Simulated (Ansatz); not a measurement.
# C3H7NO: one species, many methods

An exercise on one series of results from a longer session: the logs are not shown, and one member is left open.

The runs use Ansatz 0.2.0, Gaussian basis; functionals in def2-TZVPP, the program's frozen cores in correlated methods.

Levels to be run: LDA (SPW92), PBE-D4, revPBE-D4, BLYP-D4, r2SCAN-D4, B97M-V, PBE0-D4, B3LYP-D4, r2SCANh-D4, r2SCAN0-D4, HSE06-D4, BHLYP-D4, CAM-B3LYP-D4, LC-ωPBE, ωB97X-V, ωB97M-V, B2PLYP, PBE-QIDH; CCSD(T)/def2-SVP; CCSD(T)/def2-TZVPP; MP2/def2-QZVPP; extrapolation to the limit; RPA on PBE.

### Structure used throughout

An earlier PBE0-D4 in a triple-zeta def2 set relaxation fixed the geometry.

SMILES `CC(N)C=O`, 12 atoms, charge 0, spin multiplicity 1.

Atoms are counted from 1 here; the program's logs count them from 0.

Bond lengths: C1–C2 1.522 Å, C1–H6 1.091 Å, C1–H7 1.093 Å, C1–H8 1.093 Å, C2–N3 1.450 Å, C2–C4 1.513 Å, C2–H9 1.099 Å, N3–H10 1.012 Å, N3–H11 1.011 Å, C4–O5 1.199 Å, C4–H12 1.113 Å. Angles: C2–C1–H6 110.9°, C2–C1–H7 110.0°, C2–C1–H8 110.6°, H6–C1–H7 108.2°, H6–C1–H8 109.0°, H7–C1–H8 108.1°, C1–C2–N3 109.7°, C1–C2–C4 107.4°, C1–C2–H9 109.1°, N3–C2–C4 108.4°, N3–C2–H9 114.6°, C4–C2–H9 107.3°, C2–N3–H10 111.6°, C2–N3–H11 111.0°, H10–N3–H11 107.7°, C2–C4–O5 124.6°, C2–C4–H12 113.5°, O5–C4–H12 121.9°.

Set-up of the first run:

Contents of in.yaml:

```yaml
crystal:
  periodic: [false, false, false]
  atoms:
    - {symbol: C, position_ang: [-0.921949, -0.892818, 0.043290]}
    - {symbol: C, position_ang: [0.078023, 0.221990, 0.317485]}
    - {symbol: N, position_ang: [1.428488, -0.297970, 0.219131]}
    - {symbol: C, position_ang: [-0.109097, 1.272818, -0.754409]}
    - {symbol: O, position_ang: [-0.706423, 2.301498, -0.603736]}
    - {symbol: H, position_ang: [-1.945157, -0.518056, 0.092336]}
    - {symbol: H, position_ang: [-0.812457, -1.685523, 0.788338]}
    - {symbol: H, position_ang: [-0.749375, -1.328762, -0.944019]}
    - {symbol: H, position_ang: [-0.162027, 0.692534, 1.280697]}
    - {symbol: H, position_ang: [2.105149, 0.350285, 0.600391]}
    - {symbol: H, position_ang: [1.519492, -1.169965, 0.723524]}
    - {symbol: H, position_ang: [0.352235, 0.998771, -1.729027]}
basis:
  gaussian: {orbitals: def2-TZVPP}
hamiltonian: {xc: lda}
output: {orbitals: {seedname: orbitals}}
```

Among the steps run: LDA; PBE-D4 (GGA); revPBE-D4 (GGA); BLYP-D4 (GGA); r2SCAN-D4 (meta-GGA); B97M-V (meta-GGA); PBE0-D4 (hybrid); B3LYP-D4 (hybrid); r2SCANh-D4 (hybrid); r2SCAN0-D4 (hybrid); HSE06-D4 (hybrid); BHLYP-D4 (hybrid); CAM-B3LYP-D4 (range-separated); LC-ωPBE (range-separated); ωB97X-V (range-separated); ωB97M-V (range-separated); B2PLYP (double hybrid); PBE-QIDH (double hybrid).

One table of the session follows, with a row left open; its other results are not shown here.

It belongs to the step «Orbital energies across the functionals». 

```
  functional  HOMO (eV)  gap (eV)
 LDA (SPW92)      -5.80      3.63
      PBE-D4      -5.66      3.77
   revPBE-D4      -5.60      3.82
     BLYP-D4      -5.61      3.83
   r2SCAN-D4          ?         ?
      B97M-V      -6.14      4.58
     PBE0-D4      -7.20      6.50
    B3LYP-D4      -7.00      6.01
  r2SCANh-D4      -6.54      5.33
  r2SCAN0-D4      -7.41      6.85
    HSE06-D4      -6.79      5.71
    BHLYP-D4      -8.71      9.27
CAM-B3LYP-D4      -8.69      9.19
     LC-ωPBE      -9.97     11.79
     ωB97X-V      -9.67     11.37
     ωB97M-V      -9.60     11.17
```

Estimate the missing values for r2SCAN-D4.

Worked estimate for «HOMO (eV)». Against the share of exact exchange, r2SCANh-D4 (0.1, -6.54), r2SCAN0-D4 (0.25, -7.41) give a slope of -5.80 per unit share; at 0 the line stands at -5.96.

As computed: HOMO (eV): -5.96; gap (eV): 4.31. In «HOMO (eV)» the line misses by 0.00.
